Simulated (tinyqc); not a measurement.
Worked calculation: CIS on RHF in the sto-3g basis, frozen core, for H2F+, spin multiplicity 1. One step of it, computed by the program tinyqc.

Question. CIS matrix, singlets. A(ia,jb) = (e_a - e_i) d_ij d_ab + 2 (ia|jb) - (ij|ab).

orbital energies (hartree): MO1 -26.664047, MO2 -2.111161, MO3 -1.226799, MO4 -1.124596, MO5 -1.073672, MO6 0.019585, MO7 0.176936

Two-electron integrals over orbitals (pq|rs), unique and non-zero (hartree); the lowest 1 orbital is frozen and left out:
```
(22|22) 0.864444    (32|22) 0.007082    (32|32) 0.161508    (33|22) 0.772341
(33|32) -0.006572   (33|33) 0.758143    (42|22) 0.013585    (42|32) -0.000048
(42|33) -0.007028   (42|42) 0.152605    (43|22) 0.005171    (43|32) 0.000996
(43|33) 0.007752    (43|42) -0.009661   (43|43) 0.050264    (44|22) 0.805010
(44|32) -0.009379   (44|33) 0.723827    (44|42) -0.094726   (44|43) 0.010698
(44|44) 0.896853    (52|52) 0.178726    (53|52) -0.006482   (53|53) 0.039800
(54|52) -0.040148   (54|53) 0.002597    (54|54) 0.057237    (55|22) 0.877419
(55|32) -0.006624   (55|33) 0.760726    (55|42) -0.053550   (55|43) 0.009889
(55|44) 0.834935    (55|55) 0.997514    (62|22) -0.149317   (62|32) 0.014004
(62|33) -0.098024   (62|42) -0.038569   (62|43) -0.005964   (62|44) -0.097155
(62|55) -0.152006   (62|62) 0.082466    (63|22) 0.043570    (63|32) 0.015706
(63|33) 0.039297    (63|42) -0.014046   (63|43) 0.015335    (63|44) 0.037626
(63|55) 0.049384    (63|62) -0.020778   (63|63) 0.061779    (64|22) -0.134378
(64|32) -0.013576   (64|33) -0.085972   (64|42) 0.021036    (64|43) -0.005096
(64|44) -0.148015   (64|55) -0.143332   (64|62) 0.057959    (64|63) -0.030955
(64|64) 0.078210    (65|52) -0.052266   (65|53) 0.007040    (65|54) -0.005878
(65|65) 0.027773    (66|22) 0.600941    (66|32) -0.038957   (66|33) 0.573579
(66|42) 0.070385    (66|43) -0.023079   (66|44) 0.557906    (66|55) 0.571189
(66|62) -0.062014   (66|63) -0.026495   (66|64) -0.020454   (66|66) 0.595184
(72|22) -0.046665   (72|32) -0.054258   (72|33) -0.022430   (72|42) -0.001953
(72|43) 0.027388    (72|44) -0.036365   (72|55) -0.046870   (72|62) 0.010820
(72|63) 0.023961    (72|64) 0.017622    (72|66) -0.023713   (72|72) 0.057061
(73|22) -0.181300   (73|32) 0.017434    (73|33) -0.154550   (73|42) 0.063593
(73|43) -0.002825   (73|44) -0.187889   (73|55) -0.213520   (73|62) 0.066546
(73|63) -0.018004   (73|64) 0.078412    (73|66) -0.032226   (73|72) 0.027778
(73|73) 0.154206    (74|22) -0.012487   (74|32) 0.061743    (74|33) -0.010716
(74|42) -0.006485   (74|43) -0.010664   (74|44) -0.016433   (74|55) -0.014725
(74|62) 0.012648    (74|63) 0.032485    (74|64) -0.004586   (74|66) -0.033518
(74|72) -0.007593   (74|73) 0.019710    (74|74) 0.050914    (75|52) -0.015742
(75|53) -0.023760   (75|54) 0.001214    (75|65) 0.002993    (75|75) 0.020062
(76|22) 0.006255    (76|32) 0.083437    (76|33) -0.005093   (76|42) 0.008325
(76|43) 0.037566    (76|44) -0.011030   (76|55) -0.001025   (76|62) -0.007144
(76|63) 0.056932    (76|64) -0.021714   (76|66) -0.059848   (76|72) 0.010120
(76|73) 0.023908    (76|74) 0.049744    (76|76) 0.117261    (77|22) 0.629576
(77|32) 0.048985    (77|33) 0.628304    (77|42) 0.013825    (77|43) 0.018171
(77|44) 0.595860    (77|55) 0.608968    (77|62) -0.049003   (77|63) 0.044894
(77|64) -0.039713   (77|66) 0.523550    (77|72) -0.010083   (77|73) -0.048301
(77|74) 0.026294    (77|76) 0.054977    (77|77) 0.623011
```

Give: CIS matrix A, singlet.

Answer.

CIS matrix A, singlet (hartree), lower triangle:
```
         2>6      2>7      3>6     3>7     4>6     4>7     5>6     5>7
2>6   1.6947
2>7   0.0154   1.7726
3>6  -0.0026  -0.0355   0.7964
3>7   0.0497   0.0066  -0.0309  1.0838
4>6   0.0455   0.0269  -0.0388  0.1193  0.7427
4>7   0.0170  -0.0290   0.0274  0.0212  0.0019  0.8075
5>6   0.0000   0.0000   0.0000  0.0000  0.0000  0.0000  0.5776
5>7   0.0000   0.0000   0.0000  0.0000  0.0000  0.0000  0.0070  0.6818
```
